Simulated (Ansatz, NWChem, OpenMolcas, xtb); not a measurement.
**Loss of H2O: C3H6O → C3H4 + H2O**

Gas-phase species: C3H6O (allyl alcohol) `C=CCO`, singlet; C3H4 (allene) `C=C=C`, singlet; H2O (water) `O`, singlet. This is a balance of energies; it says nothing on the path, which may need atoms to shift.

Shapes, held fixed at every level: PBE0-D4/def2-TZVP. Flexible molecules stand in one conformer, not always the lowest. Programs: Ansatz 0.2.0, NWChem 7.3.0, OpenMolcas 26.06, xtb 6.7.1. A level may come from different programs for different species; with the same settings they agree closely. The zero-point and thermal change to 298 K, harmonic and unscaled (PBE0-D4/def2-TZVP), is -16.1 kJ/mol.

**The experiment to reproduce.** Tabulated heats of formation (Active Thermochemical Tables, CRC Handbook of Chemistry and Physics): C3H6O -124.5 (CRC); C3H4 +190.2 (ATcT); H2O -241.8 (ATcT) kJ/mol, which give ΔH(298 K) = +72.8 kJ/mol.

```
                             level            kind  ΔH (kJ/mol)  computed − measured
                          GFN1-xTB  semi-empirical       +120.6                +47.8
                         HF/STO-3G    Hartree–Fock       +242.2               +169.4
                          HF/3-21G    Hartree–Fock       +103.8                +31.0
                       HF/def2-SVP    Hartree–Fock        +92.2                +19.4
B3LYP/6-31G* (Cartesian functions)   global hybrid       +100.0                +27.1
                     PBE0/def2-SVP   global hybrid       +109.4                +36.6
```

Nearest: HF/def2-SVP (+19.4); farthest: HF/STO-3G (+169.4). 0 of 6 levels lie within 10 kJ/mol.
